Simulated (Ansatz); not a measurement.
`C=C(C)C(C)=O` and `C=C(C)C=O` differ in one atom or group.

Ansatz, PBE0-D4/def2-TZVP geometries, multiplicity 1. Each molecule was computed in one conformer, which needn't be the lowest.

```tsv
property	`C=C(C)C(C)=O`
size of the dipole moment (B3LYP/def2-TZVPP) / D	2.81
HOMO energy (PBE/def2-TZVPP) / eV	-5.65
LUMO energy (ωB97M-V/def2-TZVPP) / eV	0.63
LUMO energy (B3LYP/def2-TZVPP) / eV	-1.76
size of the dipole moment (ωB97M-V/def2-TZVPP) / D	2.78
HOMO energy (ωB97M-V/def2-TZVPP) / eV	-9.73
```

(1) What does the change do to each property? (An estimate is asked.)

Results:

(1) The calculation gave: 
```
                                          property  `C=C(C)C=O`  shift
  size of the dipole moment (B3LYP/def2-TZVPP) / D         2.94   0.13
                 HOMO energy (PBE/def2-TZVPP) / eV        -5.88  -0.23
             LUMO energy (ωB97M-V/def2-TZVPP) / eV         0.50  -0.13
               LUMO energy (B3LYP/def2-TZVPP) / eV        -1.93  -0.17
size of the dipole moment (ωB97M-V/def2-TZVPP) / D         2.88   0.10
             HOMO energy (ωB97M-V/def2-TZVPP) / eV        -9.96  -0.23
```

With PBE0 the HOMO falls by 0.23 eV and the LUMO falls by 0.17 eV, so the gap widens by about 0.06 eV. PBE moves the HOMO by -0.23 eV and ωB97M-V by -0.23 eV. Dipoles are sizes alone; their direction can turn.

B3LYP here is the variant with VWN-RPA as its local correlation; programs differ in this.
